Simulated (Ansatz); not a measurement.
## How methods differ on PH (SMILES [PH])

The species is PH (2 atoms), meant as a triplet with charge 0. As SMILES, `[PH]`. The coordinates come from a GFN2-xTB relaxation.

```jsonl
{"atom": "P", "x (Å)": "0.0000", "y (Å)": "0.0000", "z (Å)": "0.0000"}
{"atom": "H", "x (Å)": "0.0000", "y (Å)": "0.0000", "z (Å)": "1.3991"}
```

Each level gives the energy change with the P1–H2 bond stretched from 1.399 to 2.142 Å (eV). The values are calculated.

| level | kind | program | value (eV) | less FCI/cc-pVDZ |
| --- | --- | --- | --- | --- |
| UHF/cc-pVDZ | Hartree–Fock | Ansatz | 1.72 | +0.08 |
| USVWN5/cc-pVDZ | LDA | Ansatz | 1.65 | +0.01 |
| UPBE/cc-pVDZ | GGA | Ansatz | 1.66 | +0.02 |
| U-r2SCAN/cc-pVDZ | meta-GGA | Ansatz | 1.80 | +0.16 |
| UB3LYP/cc-pVDZ | global hybrid | Ansatz | 1.77 | +0.13 |
| UCAM-B3LYP/cc-pVDZ | range-separated hybrid | Ansatz | 1.89 | +0.25 |
| UCCSDT/cc-pVDZ | coupled cluster or CI | Ansatz | 1.64 | 0.00 |
| FCI/3-21G | exact in the basis | Ansatz | 1.16 | -0.48 |
| FCI/cc-pVDZ | exact in the basis | Ansatz | 1.64 | 0.00 |

FCI/cc-pVDZ is exact within its basis and frozen core, so for wave-function methods in that basis the difference is their error; functionals converge differently with the basis, so for them it is only a difference. The first shape isn't each level's own minimum. The values span 1.16 to 1.89 eV. Spin contamination of the reference (⟨S²⟩ at least 0.1 too high) touches UHF/cc-pVDZ, U-r2SCAN/cc-pVDZ, UCAM-B3LYP/cc-pVDZ, UCCSDT/cc-pVDZ. High-level rows in very small sets aren't better than simpler rows in larger ones. Without the sets that lack polarisation functions the rows with a basis span only 1.64 to 1.89 eV.
